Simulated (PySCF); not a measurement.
Zinc-blende AlP: correlation energy from several methods in one and the same small orbital space (PySCF; 2 atoms at the zone centre, 8 electrons in 58 orbitals, empty ones MP2 natural orbitals of a TZ basis, lattice constant set to 5.73615 Å). Its volume lies 16 % above that of the crystal's usual cell. It tests the methods against each other and lies far from the crystal's limit.

CCSDT(Q) gives -2.7857 eV per atom.

### Question
What share of it do MP2, CCSD, CCSD(T), CCSDT recover?

### Answer
MP2 72.5 %; CCSD 94.8 %; CCSD(T) 98.7 %; CCSDT 99.7 %.

| method | E_corr (eV per atom) | share of CCSDT(Q) (%) | difference (meV) |
|---|---|---|---|
| MP2 | -2.0189 | 72.5 | 767 |
| CCSD | -2.6405 | 94.8 | 145 |
| CCSD(T) | -2.7485 | 98.7 | 37 |
| CCSDT | -2.7764 | 99.7 | 9 |
| CCSDT(Q) | -2.7857 | 100.0 | 0 |

MP2, (T) and (Q) use filled levels shifted down by the Madelung term, which in so small a cell is a large part of the gap, so these rows hang on it.

CCSDT(Q) is the highest level reached here, not an exact value.
